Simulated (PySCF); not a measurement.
# C2H6NO2: the cost of one run

Computed with tblite 0.8.0 and PySCF 2.14.0; each step states its level. No surroundings beyond the atoms listed, unless a continuum is named. Atoms count from 0, parts from 1.

9 further runs of the same task are left out: 9 set aside as unsound or not needed.

### 1 Starting point

11 atoms, charge 1, multiplicity 1; geometry: GFN2-xTB. Parts: 1 = atoms 0–7, `C[NH3+]`, charge 1; 2 = atoms 8–10, `O=C=O`, charge 0.

### 2 NMR shieldings: PBE0/pcSseg-1

Job settings and geometry (Å):

```
{"job": {"kind": "nmr", "xc": "PBE0", "basis": "pcSseg-1", "pop": false, "iso": false}, "charge": 1, "multiplicity": 1, "parts": [{"atoms": "0-7", "charge": 1, "multiplicity": 1}, {"atoms": "8-10", "charge": 0, "multiplicity": 1}]}
C     -0.715060    -0.029120    -0.001320
N      0.748480     0.044160     0.218640
H     -0.922340    -0.538000    -0.939370
H     -1.193980    -0.575080     0.808230
H     -1.134790     0.972900    -0.045490
H      1.152780    -0.898650     0.263630
H      1.203940     0.560810    -0.559370
H      0.957250     0.531480     1.097900
O      1.972810     1.451790    -1.926600
C      2.463900     2.034790    -2.795710
O      2.944460     2.606740    -3.646110
```

Level: GIAO PBE0/pcSseg-1 NMR shielding, non-relativistic, gas phase.

Run with:

```bash
OMP_NUM_THREADS=1 python cluster_run.py task.json out
```

This one command runs all jobs of the session in turn.

Q: Estimate the wall time and peak memory of this first job on 1 thread of AMD EPYC 7R43, shared host.

About 13 s, with a peak of 0.51 GiB.
